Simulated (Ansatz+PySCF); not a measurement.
Results of a calculation; reference values are marked as such.
This Ansatz input gave a total energy of -107.05678 hartree.

```yaml
crystal:
  periodic: [false, false, false]
  atoms:
    - { symbol: Li, position_ang: [0.0, 0.0, -1.14896] }
    - { symbol: F, position_ang: [0.0, 0.0, 0.38299] }
basis:
  gaussian: { orbitals: def2-SVP }
magnetization:
  spin_polarized: true
hamiltonian:
  xc: hf
correlation:
  method: ccsd_t
  frozen_orbitals: { F: 1, Li: 0 }
scf:
  omitted_lower_state_checks: [stability, starts, atomic_configurations, cluster_reference, orbital_swaps, given_window_search, neighbouring_geometries, increment]
```

Q: Write an input for PySCF with the same method and basis set.

A:

```python
from pyscf import gto, scf, cc

mol = gto.M(atom="""
Li 0.000000 0.000000 -1.148960
F 0.000000 0.000000 0.382990
""", basis='def2-svp', charge=0, spin=0)
mf = scf.UHF(mol)
mf.kernel()
mycc = cc.CCSD(mf, frozen=1).run()
et = mycc.ccsd_t()
print(mf.e_tot, mycc.e_corr, et, mycc.e_tot + et)
```

PySCF 2.14.0 gave -107.05678 hartree, 0.00 meV from the first.
